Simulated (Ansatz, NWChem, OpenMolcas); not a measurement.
**How basis sets differ on CH2O2 (formic acid)**

CH2O2 has 5 atoms, charge 0, and is taken as a singlet. SMILES: `O=CO`. The shape is that of a PBE0-D4/def2-TZVP optimisation. This is one conformer, not always the lowest.

Each level gives the HOMO–LUMO gap (eV). The values are calculated.

| level | kind | program | value (eV) |
| --- | --- | --- | --- |
| HF/ANO-R0 (sfX2C) | Hartree–Fock | OpenMolcas | 17.63 |
| HF/ANO-RCC-MB (DKH2) | Hartree–Fock | OpenMolcas | 17.76 |
| HF/STO-3G | Hartree–Fock | OpenMolcas | 18.30 |
| HF/3-21G | Hartree–Fock | NWChem | 17.52 |
| HF/ANO-R1 (sfX2C) | Hartree–Fock | OpenMolcas | 16.23 |
| HF/def2-SVP | Hartree–Fock | NWChem | 17.56 |
| HF/6-31G** (RICD fitting, Cartesian functions) | Hartree–Fock | OpenMolcas | 17.63 |
| HF/cc-pVTZ | Hartree–Fock | Ansatz | 16.84 |

The values span 16.23 to 18.30 eV. A Hartree–Fock LUMO above zero doesn't converge with the basis: it sinks as sets grow more diffuse. Orbital gaps aren't excitation energies.
